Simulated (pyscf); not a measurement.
Single points on ωB97X-D3(BJ)/def2-SVP structures (PySCF, gas phase).

Question: For H₃Si–GeH₃ + HCl → Cl–SiH₂–GeH₃ + H₂, a four-centre exchange (singlet surface; H–Si, Cl–H broken, Cl–Si, H–H formed), PBE/def2-TZVP gives ΔE‡ = 1.30 eV and ΔE = -0.70 eV (zero: the separated reactants). In which direction and how far do B3LYP-D3(BJ)/def2-TZVP, PBE0-D3(BJ)/def2-TZVP, ωB97M-D3(BJ)/def2-TZVP move these?

Answer: B3LYP-D3(BJ): ΔE‡ = 1.46 eV, ΔE = -0.75 eV; PBE0-D3(BJ): ΔE‡ = 1.37 eV, ΔE = -0.72 eV; ωB97M-D3(BJ): ΔE‡ = 1.54 eV, ΔE = -0.72 eV. PBE's barrier lies under all of them, by 0.07 to 0.24 eV. Its reaction energy lies over all of them, by 0.02 to 0.05 eV. This is the saddle that the search found; another between the same sides may lie lower. Elements up to Kr have no core potential and no relativistic terms here.
